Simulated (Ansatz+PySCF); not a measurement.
A calculation with PySCF 2.14.0.

```python
from pyscf import gto, scf

mol = gto.M(atom="""
O 1.149790 0.000000 0.000000
C 0.352760 1.086460 0.000000
C -0.958350 0.715340 0.000000
C -0.958350 -0.715340 0.000000
C 0.352760 -1.086460 0.000000
H 0.854760 2.050670 0.000000
H -1.820380 1.378970 0.000000
H -1.820380 -1.378970 0.000000
H 0.854760 -2.050670 0.000000
""", basis='def2-svp', charge=0, spin=0)
mf = scf.RHF(mol)
mf.init_guess = 'atom'
mf.kernel()
while True:  # follow internal instabilities
    mo, _, stable, _ = mf.stability(return_status=True)
    if stable: break
    mf.kernel(mf.make_rdm1(mo, mf.mo_occ))
print(mf.converged, mf.e_tot, mf.spin_square()[0])
```

The script is written out from the run's settings.

Results

```
Converged                       : yes
Total energy                    : -228.45393 hartree
Spin squared of the determinant : 0.000
```
